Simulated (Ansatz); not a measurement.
Geometry optimisation, RKS revPBE/def2-SVP in Ansatz 0.2.0.

Input:

```yaml
crystal:
  periodic: [false, false, false]
  atoms:
    - { symbol: Al, position_ang: [0.247513, 0.019172, -1.265218] }
    - { symbol: Cl, position_ang: [1.425877, -0.015823, 1.957632] }
    - { symbol: H, position_ang: [2.087569, 0.005248, 0.788353] }
    - { symbol: C, position_ang: [-1.752655, 0.00072, -1.050184] }
    - { symbol: H, position_ang: [-2.108074, -0.916962, -0.526172] }
    - { symbol: H, position_ang: [-2.117364, 0.873084, -0.459569] }
    - { symbol: H, position_ang: [-2.271568, 0.034561, -2.036342] }
basis:
  gaussian: { orbitals: def2-SVP }
hamiltonian:
  xc: revpbe
relax:
  f_tol: 0.03
  max_steps: 50
output:
  orbitals: {}
```

Run as:

```bash
$ ansatz run input.yaml --threads 2 --pin off --max-ram 3072MiB --backend cpu --events-out ev --progress --plain --runs-dir out
```

Task: Where does it end, and by what steps?

Result: The forces met the threshold. After 6 steps the energy has fallen by 0.028 eV; H3 moved furthest, 0.29 Å.

```tsv
step	energy less start (eV)	largest force component (eV/Å)	accepted
0	0.0000	0.643	yes
1	-0.0134	0.589	yes
2	-0.0242	0.106	yes
3	-0.0259	0.141	yes
4	-0.0274	0.146	yes
5	-0.0274	0.201	no
6	-0.0283	0.029	yes
```

```xyz
7
Properties=species:S:1:pos:R:3
Al 0.263 0.020 -1.165
Cl 1.619 -0.017 2.011
H 1.817 0.004 0.695
C -1.738 0.001 -1.056
H -2.106 -0.915 -0.540
H -2.120 0.874 -0.478
H -2.223 0.032 -2.058
```

Run time: 6.5 s on 2 threads of Arm Neoverse V2 (shared host), peak memory 0.13 GiB.
